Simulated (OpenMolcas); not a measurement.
**Si₂ at 2.279 Å: OpenMolcas input and output**

Input (each module block was a call of its own in one work directory; start orbitals came from a preliminary run):

```
&GATEWAY
Coord
2
angstrom
Si 0.0 0.0 0.0
Si 0.0 0.0 2.2790
Basis=ANO-RCC-VTZP
Group=XY
RX2C
AMFI
ANGMom
0.0 0.0 0.0
RICD
&SEWARD
&GUESSORB
* RASSCF and CASPT2 blocks for each multiplicity and irrep, as for the first:
&RASSCF
FileOrb=$CurrDir/o31.orb
Symmetry=1
Spin=3
nActEl=8 0 0
Inactive=6 4
RAS2=4 4
CIRoot=5 5 1
Linear
Iterations=120 100
OrbListing=Nothing
PRWF=0.15
>>COPY $Project.RasOrb $CurrDir/o31.orb
>>COPY $Project.rasscf.h5 $CurrDir/r31.h5
&CASPT2
XMultistate=all
Imaginary=0.2
IPEA=0.25
MaxIter=40
>>COPY $Project.JobMix JOB001
&RASSI
Nr of JobIphs=5 5 8 5 4 2
1 2 3 4 5
1 2 3 4 5 6 7 8
1 2 3 4 5
1 2 3 4
1 2
SpinOrbit
EJob
Omega
MEES
MESO
Properties=4
'AngMom' 3 'Mltpl  1' 1 'Mltpl  1' 2 'Mltpl  1' 3
Thrs=1.0d-4
>>COPY $Project.rassi.h5 $CurrDir/so.h5
```

```bash
pymolcas m.inp
```

C2 symmetry about the axis (a holds Σ, Δ, Γ; b holds Π, Φ, H; Σ⁺ and Σ⁻ are not told apart); roots by multiplicity and irrep: 3a 5, 3b 8, 1a 5, 1b 4, 5b 2.

RASSI part of the output, in excerpt:

```
SPIN-FREE ENERGIES:
  (Shifted by EMIN (a.u.) =       -579.1940280436)
 SF State       Relative EMIN(au)   Rel lowest level(eV)    D:o, cm**(-1)      Abs_M
     6             0.0000000000        0.0000000000              0.0000         1.0
     7             0.0000000000        0.0000000000              0.0000         1.0
     1             0.0000478126        0.0013010466             10.4936         0.0
    14             0.0161792641        0.4402602042           3550.9380         0.0
    15             0.0169238402        0.4605211530           3714.3536         2.0
    16             0.0172602820        0.4696761995           3788.1940         2.0
    19             0.0195349488        0.5315730361           4287.4257         1.0
    20             0.0195349488        0.5315730361           4287.4257         1.0
    17             0.0385463805        1.0489004494           8459.9527         0.0
    23             0.0532821315        1.4498806602          11694.0762         1.0
    24             0.0532821315        1.4498806602          11694.0762         1.0
     2             0.0793276457        2.1586152078          17410.4058         0.0
     9             0.0802601346        2.1839895226          17615.0635         1.0
     8             0.0802601346        2.1839895226          17615.0635         1.0
    18             0.0871977568        2.3727718398          19137.6955         0.0
    10             0.0926999912        2.5224952652          20345.2964         1.0
    11             0.0926999912        2.5224952652          20345.2964         1.0
     3             0.0957903452        2.6065880811          21023.5507         2.0
     4             0.0958606198        2.6085003512          21038.9742         2.0
    21             0.1005711027        2.7366791220          22072.8057         1.0
    22             0.1005711027        2.7366791220          22072.8057         1.0
    12             0.1023460514        2.7849779350          22462.3619         3.0
    13             0.1023460514        2.7849779350          22462.3619         3.0
     5             0.1034014128        2.8136957833          22693.9870         0.0
++ Dipole transition strengths (spin-free states):
     for osc. strength at least  1.00000000E-05
      From   To        Osc. strength     Einstein coefficients Ax, Ay, Az (sec-1)    Total A (sec-1)
         6    8       3.76167974E-04  0.00000000E+00  0.00000000E+00  7.78560683E+04  7.78560683E+04
         6   10       6.77483766E-05  0.00000000E+00  0.00000000E+00  1.87054931E+04  1.87054931E+04
         6   11       4.27973146E-03  0.00000000E+00  0.00000000E+00  1.18164436E+06  1.18164436E+06
         6   13       2.06291452E-05  0.00000000E+00  0.00000000E+00  6.94279432E+03  6.94279432E+03
         7    9       3.76167916E-04  0.00000000E+00  0.00000000E+00  7.78560564E+04  7.78560564E+04
         7   10       4.27973116E-03  0.00000000E+00  0.00000000E+00  1.18164428E+06  1.18164428E+06
         7   11       6.77483735E-05  0.00000000E+00  0.00000000E+00  1.87054923E+04  1.87054923E+04
         7   12       2.06291446E-05  0.00000000E+00  0.00000000E+00  6.94279413E+03  6.94279413E+03
        15   19       2.23355617E-04  2.00823853E+01  2.88456316E+01  0.00000000E+00  4.89280169E+01
        15   20       2.23355618E-04  2.88456317E+01  2.00823853E+01  0.00000000E+00  4.89280171E+01
        16   19       1.94576295E-04  1.90703447E+01  1.32768324E+01  0.00000000E+00  3.23471771E+01
        16   20       1.94576293E-04  1.32768323E+01  1.90703446E+01  0.00000000E+00  3.23471769E+01
        19   17       2.31989077E-03  2.27675286E+02  2.67129748E+04  0.00000000E+00  2.69406501E+04
        19   21       1.48323656E-02  0.00000000E+00  0.00000000E+00  3.12952875E+06  3.12952875E+06
        19   22       1.46152137E-04  0.00000000E+00  0.00000000E+00  3.08371119E+04  3.08371119E+04
        20   17       2.31989078E-03  2.67129749E+04  2.27675284E+02  0.00000000E+00  2.69406501E+04
        20   21       1.46152129E-04  0.00000000E+00  0.00000000E+00  3.08371100E+04  3.08371100E+04
        20   22       1.48323657E-02  0.00000000E+00  0.00000000E+00  3.12952878E+06  3.12952878E+06
         2   10       2.60208337E-05  1.47452008E+02  2.05008295E+00  0.00000000E+00  1.49502091E+02
         2   11       2.60208343E-05  2.05008229E+00  1.47452012E+02  0.00000000E+00  1.49502094E+02
         9    3       1.34184417E-04  6.20614011E+02  4.19228712E+02  0.00000000E+00  1.03984272E+03
         9    4       1.40811608E-04  5.70632715E+02  5.30464219E+02  0.00000000E+00  1.10109693E+03
         9    5       5.16459502E-04  8.82578861E+03  6.05292433E+01  0.00000000E+00  8.88631786E+03
         8    3       1.34184405E-04  4.19228686E+02  6.20613940E+02  0.00000000E+00  1.03984263E+03
         8    4       1.40811604E-04  5.30464229E+02  5.70632669E+02  0.00000000E+00  1.10109690E+03
         8    5       5.16459477E-04  6.05292576E+01  8.82578818E+03  0.00000000E+00  8.88631744E+03
        18   21       2.16719372E-03  1.24528342E+04  5.89824387E-01  0.00000000E+00  1.24534241E+04
        18   22       2.16719372E-03  5.89824149E-01  1.24528342E+04  0.00000000E+00  1.24534240E+04
        10    3       1.47748694E-04  1.83082685E+01  2.70285448E+01  0.00000000E+00  4.53368133E+01
        10    4       1.57490640E-04  3.62616318E+01  1.42873680E+01  0.00000000E+00  5.05489998E+01
        10    5       9.16426537E-04  3.32550419E+03  4.65262940E+01  0.00000000E+00  3.37203049E+03
        11    3       1.47748695E-04  2.70285467E+01  1.83082669E+01  0.00000000E+00  4.53368136E+01
        11    4       1.57490636E-04  1.42873686E+01  3.62616299E+01  0.00000000E+00  5.05489985E+01
        11    5       9.16426570E-04  4.65262923E+01  3.32550432E+03  0.00000000E+00  3.37203061E+03
         3   12       4.03472033E-04  1.82328471E+02  3.74810176E+02  0.00000000E+00  5.57138647E+02
         3   13       4.03472015E-04  3.74810108E+02  1.82328514E+02  0.00000000E+00  5.57138622E+02
         4   12       3.83549029E-04  2.88048067E+02  2.30285740E+02  0.00000000E+00  5.18333807E+02
         4   13       3.83549043E-04  2.30285696E+02  2.88048129E+02  0.00000000E+00  5.18333826E+02
 Electric-quadrupole - electric-quadrupole not included
 Electric-dipole - electric-octupole not included
 Electric-dipole - magnetic-quadrupole not included
   Eigenvalues of complex Hamiltonian:
  (Shifted by EMIN (a.u.) =       -579.1940280436)
 SO State       Relative EMIN(au)   Rel lowest level(eV)    D:o, cm**(-1)      Omega
     1            -0.0002618945        0.0000000000              0.0000         2.0
     2            -0.0002618945        0.0000000007              0.0000         2.0
     3            -0.0000042873        0.0070098491             56.5382         1.0
     4            -0.0000042873        0.0070098491             56.5382         1.0
     5             0.0000305471        0.0079577404             64.1835         0.0
     6             0.0000420502        0.0082707561             66.7081         1.0
     7             0.0000420502        0.0082707561             66.7081         1.0
     8             0.0002604092        0.0142126074            114.6324         0.0
     9             0.0002618590        0.0142520574            114.9506         0.0
    10             0.0161852499        0.4475495987           3609.7310         0.0
    11             0.0169194324        0.4675277206           3770.8654         2.0
    12             0.0172558374        0.4766817678           3844.6977         2.0
    13             0.0195378326        0.5387780205           4345.5378         1.0
    14             0.0195378326        0.5387780205           4345.5378         1.0
    15             0.0385506293        1.0561425770           8518.3644         0.0
    16             0.0529685136        1.4484731951          11682.7242         1.0
    17             0.0529685136        1.4484731951          11682.7242         1.0
    18             0.0531203242        1.4526041719          11716.0428         0.0
    19             0.0531242510        1.4527110260          11716.9046         0.0
    20             0.0532787000        1.4569137958          11750.8022         1.0
    21             0.0532787000        1.4569137958          11750.8022         1.0
    22             0.0534377943        1.4612429715          11785.7194         2.0
    23             0.0534377942        1.4612429710          11785.7194         2.0
    24             0.0535996567        1.4656474718          11821.2441         3.0
    25             0.0535996567        1.4656474718          11821.2441         3.0
    26             0.0793242144        2.1656483472          17467.1319         0.0
    27             0.0793289404        2.1657769504          17468.1692         1.0
    28             0.0793289404        2.1657769504          17468.1692         1.0
    29             0.0801923477        2.1892714583          17657.6651         2.0
    30             0.0801925775        2.1892777114          17657.7156         2.0
    31             0.0802643159        2.1912298130          17673.4603         1.0
    32             0.0802643159        2.1912298130          17673.4603         1.0
    33             0.0803326502        2.1930892838          17688.4580         0.1
    34             0.0803342402        2.1931325519          17688.8070         0.1
    35             0.0871824079        2.3794806871          19191.8060         0.0
    36             0.0924638059        2.5231948482          20350.9389         0.2
    37             0.0924653140        2.5232358849          20351.2699         0.2
    38             0.0926854257        2.5292254312          20399.5788         1.0
    39             0.0926854257        2.5292254312          20399.5788         1.0
    40             0.0929390263        2.5361262527          20455.2377         2.0
    41             0.0929390726        2.5361275125          20455.2479         2.0
    42             0.0952529272        2.5990907062          20963.0803         1.0
    43             0.0952529272        2.5990907062          20963.0803         1.0
    44             0.0957903807        2.6137155591          21081.0377         2.0
    45             0.0958606553        2.6156278285          21096.4612         2.0
    46             0.0963980947        2.6302522991          21214.4155         3.0
    47             0.0963980947        2.6302522991          21214.4155         3.0
    48             0.1005865467        2.7442258839          22133.6744         1.0
    49             0.1005865467        2.7442258839          22133.6744         1.0
    50             0.1020201323        2.7832357359          22448.3101         2.0
    51             0.1020203398        2.7832413825          22448.3557         2.0
    52             0.1023462782        2.7921106195          22519.8909         3.0
    53             0.1023462782        2.7921106194          22519.8909         3.0
    54             0.1026747210        2.8010480024          22591.9757         4.0
    55             0.1026747269        2.8010481630          22591.9770         4.0
    56             0.1034014647        2.8208237051          22751.4775         1.0
    57             0.1034014647        2.8208237051          22751.4775         1.0
    58             0.1034216429        2.8213727822          22755.9061         0.0
 Weights of the five most important spin-orbit-free states for each spin-orbit state.
 SO State  Total energy (au)           Spin-free states, spin, and weights
    1        -0.000262       6 1.0  0.5000    7 1.0  0.5000    3 1.0  0.0000    4 1.0  0.0000   16 0.0  0.0000
    2        -0.000262       7 1.0  0.5000    6 1.0  0.5000    4 1.0  0.0000    3 1.0  0.0000   15 0.0  0.0000
    3        -0.000004       7 1.0  0.9998   19 0.0  0.0002    2 1.0  0.0000   20 0.0  0.0000    5 1.0  0.0000
    4        -0.000004       6 1.0  0.9998   20 0.0  0.0002    2 1.0  0.0000   19 0.0  0.0000    5 1.0  0.0000
    5         0.000031       1 1.0  0.9994   14 0.0  0.0004   17 0.0  0.0001   24 2.0  0.0000   23 2.0  0.0000
    6         0.000042       1 1.0  0.9999   24 2.0  0.0000   23 2.0  0.0000   10 1.0  0.0000   11 1.0  0.0000
    7         0.000042       1 1.0  0.9999   24 2.0  0.0000   23 2.0  0.0000   10 1.0  0.0000   11 1.0  0.0000
    8         0.000260       7 1.0  0.5000    6 1.0  0.5000    2 1.0  0.0000    5 1.0  0.0000   18 0.0  0.0000
    9         0.000262       6 1.0  0.5000    7 1.0  0.5000    1 1.0  0.0000    5 1.0  0.0000   14 0.0  0.0000
   10         0.016185      14 0.0  0.9996    1 1.0  0.0004    8 1.0  0.0000    9 1.0  0.0000   17 0.0  0.0000
   11         0.016919      15 0.0  0.9999   13 1.0  0.0000   12 1.0  0.0000    9 1.0  0.0000    8 1.0  0.0000
   12         0.017256      16 0.0  0.9999   12 1.0  0.0000   13 1.0  0.0000    8 1.0  0.0000    9 1.0  0.0000
   13         0.019538      20 0.0  0.9998    6 1.0  0.0002    2 1.0  0.0000    7 1.0  0.0000    3 1.0  0.0000
   14         0.019538      19 0.0  0.9998    7 1.0  0.0002    2 1.0  0.0000    6 1.0  0.0000    3 1.0  0.0000
   15         0.038551      17 0.0  0.9999    1 1.0  0.0001    8 1.0  0.0000    9 1.0  0.0000   11 1.0  0.0000
   16         0.052969      23 2.0  0.5000   24 2.0  0.5000    1 1.0  0.0001    9 1.0  0.0000    8 1.0  0.0000
   17         0.052969      23 2.0  0.5000   24 2.0  0.5000    1 1.0  0.0001    8 1.0  0.0000    9 1.0  0.0000
   18         0.053120      24 2.0  0.4999   23 2.0  0.4999    9 1.0  0.0001    8 1.0  0.0001   10 1.0  0.0000
   19         0.053124      24 2.0  0.4999   23 2.0  0.4999    1 1.0  0.0001    9 1.0  0.0001    8 1.0  0.0001
   20         0.053279      24 2.0  0.9998    9 1.0  0.0001   23 2.0  0.0000    1 1.0  0.0000    8 1.0  0.0000
   21         0.053279      23 2.0  0.9998    8 1.0  0.0001   24 2.0  0.0000    1 1.0  0.0000    9 1.0  0.0000
...
```

g and u states are not told apart. Only roots inside an energy window near the equilibrium distance were included, so the list of states is not complete; labels number the states computed. Each spin and symmetry block has orbitals of its own, averaged over its own roots, so gaps between blocks are less sure than gaps within one and near the minimum can be off by tenths of an eV, in bad cases by more. No Rydberg orbitals are active, so Rydberg states, and σ→σ* states whose orbital the CASSCF left unused, can be missing between those listed. CASPT2 splits the two components of degenerate states numerically, here by up to 74 cm⁻¹. No roots were computed in block 5a (none fell in the window or the block failed), so states of that kind are missing and can lie low or lowest.
